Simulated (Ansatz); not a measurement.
Process, species as SMILES: C#C (C2H2) + 3 [H][H] (H2) → 2 C (CH4)
B3LYP-D3(BJ)/def2-TZVP geometries, fixed; electronic energies without zero-point terms.

Basis-set convergence of the energy of full hydrogenation at CCSD(T) with Ansatz (a first-principles code). Cartesian d functions, on some or all atoms, in 6-31G*; all else is spherical. Cores are frozen. No added dispersion term, no relativity. Functions are those of the species that has most. Reference: Hartree-Fock in cc-pVQZ plus the correlation part extrapolated as X^-3 from cc-pVTZ and cc-pVQZ, -107.59 kcal/mol, itself unsure by roughly 0.23 kcal/mol (a third of the extrapolation step and of the last Hartree-Fock step). Deviations are taken from unrounded values. Cost is core time over that of def2-TZVPPD, rough, on shared machines of one kind; a dash marks a row that isn't timed (too short, read off another run, short of memory, by another algorithm or on other hardware).

```tsv
basis	functions	energy of full hydrogenation (kcal/mol)	minus reference (kcal/mol)	cost
6-31G	22	-93.76	13.83	-
6-31G*	34	-102.76	4.83	-
pcseg-1	38	-108.53	-0.94	-
def2-SVPD	56	-112.87	-5.28	-
aug-cc-pVDZ	64	-111.53	-3.94	-
def2-TZVP	74	-104.81	2.78	-
pcseg-2	88	-108.03	-0.44	-
def2-TZVPP	90	-107.55	0.04	-
def2-TZVPD	92	-104.28	3.31	-
def2-TZVPPD	108	-107.68	-0.09	1×
aug-cc-pVTZ	138	-107.99	-0.40	2×
def2-QZVPP	177	-107.37	0.22	6×
def2-QZVPPD	195	-107.36	0.23	6×
```
